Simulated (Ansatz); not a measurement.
# MgO: pressure series

Start from MgO in the rock salt structure (space group Fm-3m, No. 225; a = 4.159 Å).

Cell and atoms are relaxed at each pressure.

Calculations: Ansatz (a quantum-chemistry and plane-wave program), LDA, PAW, cutoff 420 eV, spin-orbit coupling left out.

| P (GPa) | V (Å³/atom) |
|---|---|
| -2.00 | 9.100 |
| -1.00 | 9.046 |
| 0.90 | 8.947 |
| 2.10 | 8.887 |
| 4.50 | 8.773 |
| 8.99 | 8.578 |
| 14.99 | 8.348 |
| 22.50 | 8.098 |
| 30.00 | 7.879 |

**Question.** Fit a third-order Birch–Murnaghan equation of state.

**Answer.** Least squares on P(V) = (3B₀/2)[(V₀/V)^(7/3) − (V₀/V)^(5/3)]·[1 + (3/4)(B₀′ − 4)((V₀/V)^(2/3) − 1)] gives V₀ = 8.99 Å³/atom, B₀ = 173 GPa and B₀′ = 4.1.

Measured bulk modulus of MgO: 169.8 GPa (static lattice; corrected from measurement; as listed in Daniel Mejia-Rodriguez, S. B. Trickey, Phys. Rev. B (2018)); the computed value is 2 % above it.

Between the base and pressure 15 GPa the gap moves from 5.03 eV to 5.83 eV, a mean slope of 53 meV/GPa.

Load acts through the strain it causes; cell and atoms are relaxed under it. Whether these cells are dynamically stable was not tested. No other phases were tried under pressure.
